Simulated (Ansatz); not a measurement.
Results of r²SCAN+rVV10 in Ansatz (PAW) for graphite.

Numerical settings: plane-wave cutoff 560 eV, 24×24×8 k mesh (along the axes of the cell as run), Fermi–Dirac smearing 0.05 eV, scalar-relativistic PAW data made under PBE.

Energies at three volumes about the minimum:

```json
[
 {"V (Å³/atom)": "8.541", "E − E_lowest (meV/atom)": "0.46"},
 {"V (Å³/atom)": "8.716", "E − E_lowest (meV/atom)": "0.00"},
 {"V (Å³/atom)": "8.890", "E − E_lowest (meV/atom)": "0.38"}
]
```

Task: Fit a parabola by hand: where is the minimum, and what is the bulk modulus?

Result: Slopes: (0.00 − 0.46)/(8.716 − 8.541) = -2.629 and (0.38 − 0.00)/(8.890 − 8.716) = 2.184 meV/Å³. Curvature E″ = 2 × (2.184 − (-2.629))/(8.890 − 8.541) = 27.582 meV/Å⁶. From the middle of the first interval, the slope vanishes at V0 = 8.6285 − (-2.629)/27.582 = 8.724 Å³/atom. B = V0 E″ = 8.724 × 27.582 meV/Å³ × 0.1602 GPa per meV/Å³ = 38.6 GPa. The full Birch–Murnaghan fit to all volumes gives V0 = 8.717 Å³/atom and B0 = 38.2 GPa.

Shape and atoms are relaxed at each volume.

Measured, for comparison: bulk modulus 33.8 ± 0.3 GPa (room temperature, no zero-point or thermal correction, our sources range from 33.8 to 35.8; as tabulated in Ouyang et al. (2019), arXiv:1912.06187). Computed (rounded) less measured: bulk modulus +13 % (+7 % to +13 % over the range).

Note: the bulk modulus comes from volumes at which shape and atoms were relaxed.

Ansatz is an electronic-structure program.
